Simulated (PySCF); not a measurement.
**S2: from constants to spectrum**

UHF-CCSD(T) constants of S2, triplet, unpaired electrons π ↑↑ (basis S aug-pcseg-1; no relativity; PySCF 2.14; masses 31.9721 and 31.9721 u):

```
ωe          : 691.5 cm⁻¹
ωexe        : 2.89 cm⁻¹
Be          : 0.28096 cm⁻¹
αe          : 0.00158 cm⁻¹
De to S + S : 3.62 eV
```

(1) What force constant and bond length do these constants imply?

(2) Estimate the centrifugal constant D from the Kratzer relation and find the Dunham coefficient a1.

Measured values (Huber and Herzberg, Constants of Diatomic Molecules (1979)): ωe = 725.65 cm⁻¹, ωexe = 2.844 cm⁻¹, Be = 0.29547 cm⁻¹, αe = 0.00157 cm⁻¹.

Correlated steps freeze 10 core orbitals. Correlated levels converge slowly with the basis: in double zeta they bind strong bonds too weakly, by up to about 1 eV, and carry superposition errors of some tenths. The state was picked by a PBE0 search and need not be the measured ground state.

Results:

(1) Reduced mass μred = 15.986 u; k = 5.8918×10⁻⁷·μred·ωe² (u, cm⁻¹, mdyn/Å) = 4.50 mdyn/Å; Re = √(16.8576/(μred·Be)) (u, cm⁻¹, Å) = 1.937 Å.

(2) D = 4Be³/ωe² = 1.86e-07 cm⁻¹; a1 = −1 − αeωe/(6Be²) = -3.31.
